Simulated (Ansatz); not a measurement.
Results of the Gaussian-basis code of Ansatz.

A structure relaxed at PBE0-D4/def2-TZVP, charge 0, multiplicity 1:

Cartesian coordinates in Å:
```
C 0.894 0.581 -1.050
N 0.184 0.272 0.166
C -1.129 0.861 0.361
S -1.737 -0.624 1.220
C -0.142 -1.113 0.418
O 0.778 -1.808 1.159
H 1.149 1.642 -1.069
H 0.313 0.346 -1.956
H 1.826 0.012 -1.076
H -1.677 1.032 -0.575
H -1.131 1.773 0.962
H -0.323 -1.716 -0.481
H 0.996 -1.256 1.921
```

(1) Give its formula and SMILES.

(2) Point group (tolerance 0.08 Å, 0.16 Å for H)?

(3) Summarise the bond lengths by kind.

Answers

(1) C3H7NOS, `CN1CSC1O`.

(2) C1.

(3) 3 × C–N 1.442 to 1.453 Å; 6 × C–H 1.092 to 1.102 Å; 2 × C–S 1.821 to 1.852 Å; 1 × C–O 1.370 Å; 1 × H–O 0.965 Å.
